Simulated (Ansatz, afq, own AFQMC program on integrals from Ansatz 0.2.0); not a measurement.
Integrals from Ansatz 0.2.0, then the random walk in our own AFQMC program (afq).

```yaml
crystal:
  periodic: [false, false, false]
  atoms:
    - {symbol: Si, position_ang: [0.000000, 0.000000, 0.553940]}
    - {symbol: B, position_ang: [0.000000, 0.000000, -1.126763]}
    - {symbol: H, position_ang: [0.000000, -0.895532, -1.674822]}
    - {symbol: H, position_ang: [0.000000, 0.895532, -1.674822]}
basis:
  gaussian: {orbitals: cc-pVDZ}
magnetization: {spin_polarized: false, initial_magnetization: 1}
correlation: {method: ccsd_t, electrons: outside_noble_gas, hamiltonian_folder: ham}
```

```sh
$ ansatz run in.yaml --threads 1 --pin off --events-out ev --progress --plain --max-ram 1382MiB
```

Options of the walk:

```
--method phaseless --trial cisd --walkers 60 --populations 1 --least-time 40 --time-step 0.005 --steps-per-block 50 --equilibration-blocks 28 --max-blocks 300 --target-error 0.00036 --factor-cut 1e-05 --start spin_pure --seed 716 --release-times 0.24,0.51,0.99,1.62,2.4 --release-step 0.03 --release-every 4 --taylor-order 6
```

Times are imaginary, in 1/Eh. The walk had a cap of 1011 s.

Log:

```
orbitals 36  electrons 5 4  factors 285 of 402
reference energy -314.61678361 Eh
CCSD correlation -0.18427624 Eh in 10 cycles, weight of the determinant in the CISD state 0.8841
energy of the start -314.801060 Eh
 block  time / (1/Eh)  mean weight  energy / Eh
     1     0.250  0.9994  -314.798621
     2     0.500  0.9996  -314.799013
     3     0.750  1.0011  -314.800106
     4     1.000  1.0002  -314.800093
     5     1.250  1.0003  -314.801702
     8     2.000  0.9976  -314.806295
    11     2.750  1.0008  -314.804002
    26     6.500  1.0010  -314.805598
    41    10.250  1.0004  -314.806041
    56    14.000  1.0013  -314.806468
    61    15.250  1.0002  -314.813085
    71    17.750  0.9996  -314.810429
    86    21.500  1.0011  -314.812326
   101    25.250  1.0015  -314.802934
   116    29.000  0.9980  -314.804333
   131    32.750  1.0008  -314.804925
   146    36.500  1.0022  -314.807471
   161    40.250  1.0012  -314.806201
   176    44.000  0.9983  -314.804989
   191    47.750  0.9997  -314.806069
   206    51.500  1.0017  -314.806376
   216    54.000  0.9998  -314.808056
blocks merged  error / Eh  count
     1  0.000197  190
     2  0.000244  95
     4  0.000305  47
     8  0.000304  23
    16  0.000328  11
released: time / (1/Eh)  energy / Eh  error  mean overlap
  0.24  -314.807160  0.000331  0.9918
  0.51  -314.807011  0.000318  0.9886
  0.99  -314.806759  0.000317  0.9952
  1.62  -314.807086  0.000308  0.9866
  2.40  -314.807213  0.000394  1.0033
energy -314.806708 +/- 0.000305 Eh
(rows thinned)
```

The run passed its tests (sampling time, drift between the halves within three errors, error under three times the target), which doesn't prove that it has relaxed.

Against this walk (error 8.3 meV) on the same determinant: CCSD(T) 16.3 meV higher (within the noise), CCSDT(Q) 19.2 meV lower. The error is statistical and leaves out the bias of the constraint. Released to 2.40 1/Eh the energy moves by -14 ± 14 meV (both errors), within twice the noise.

Cautions: constraint bias not in the error.

The walk took 7.3 min on 1 thread of Arm Neoverse N1 (shared host). The log's last line is the phaseless energy.

CCSDT and higher add their correlation energy to the determinant of the CCSD(T) run, since their own runs factorise the integrals more tightly (a shift of under 2 meV). A walk keeps the symmetry of its determinant, which the program's search chose and which needn't be the lowest solution, so a lower state of the same spin and another symmetry isn't excluded.
